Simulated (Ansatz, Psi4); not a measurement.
## Heat of formation of C3H3 (cyclopropenyl radical) from total energies

C3H3: 6 atoms, total charge 0, spin state doublet. SMILES: `[CH]1C=C1`. The shape is that of a PBE0-D4/def2-TZVP optimisation.

```xyz
6

C    -0.6725   -0.5115   -0.3892
C     0.5696    0.2367   -0.4493
C     0.1545   -0.1206    0.7375
H    -1.6842   -0.2005   -0.6494
H     1.3154    0.7277   -1.0519
H     0.3172   -0.1318    1.8023
```

Total energies at UMP2/def2-SVPD, 3 core orbitals frozen (Psi4 1.11); the atoms run unrestricted:

```
species    state  energy (Eh)
   C3H3  doublet  -115.496378
      C  triplet   -37.699761
      H  doublet    -0.499278
```

Harmonic wavenumbers at UPBE0-D4/def2-TZVP, in cm⁻¹: 622, 722, 893, 919, 977, 989, 1042, 1262, 1684, 3091, 3262, 3308.

Measured heats of formation of the gaseous atoms at 298.15 K, in kJ/mol: C 716.9, H 218.0. Take 1 Eh = 2625.50 kJ/mol, 1 cm⁻¹ = 0.0119627 kJ/mol, RT = 2.479 kJ/mol.

**Question.** What heat of formation follows?

**Answer.** 
1. Electronic atomisation energy: 3 × (-37.699761) + 3 × (-0.499278) − (-115.496378) = 0.899261 Eh = 2361.0 kJ/mol.
2. Zero-point energy: half the sum of the wavenumbers, 9385.5 cm⁻¹ = 112.3 kJ/mol.
3. Thermal vibrational enthalpy, Σ hcν̃/(exp(hcν̃/kT) − 1): 1.3 kJ/mol. Translation, rotation and pV of a non-linear molecule: 4 RT = 9.9 kJ/mol.
4. The 6 free atoms carry 5/2 RT each: 37.2 kJ/mol.
5. Spin-orbit coupling lowers the free atoms by 3 × 0.02 = 0.1 kJ/mol.
6. Atomisation enthalpy at 298 K: 2361.0 − 0.1 − 112.3 − 1.3 − 9.9 + 37.2 = 2274.6 kJ/mol.
7. Sum of the atoms' heats of formation: 2804.7 kJ/mol. Heat of formation: 2804.7 − 2274.6 = +530.1 kJ/mol.

The tabulated value is +486.8 kJ/mol (Active Thermochemical Tables), so this level is off by +43.3 kJ/mol, or 1.9 % of the atomisation enthalpy that the table implies (2317.8 kJ/mol). Perturbation theory converges slowly with the basis for atomisation. A double-zeta basis underbinds. Anharmonicity and any spin-orbit splitting of the molecule are left out, and so is core correlation.
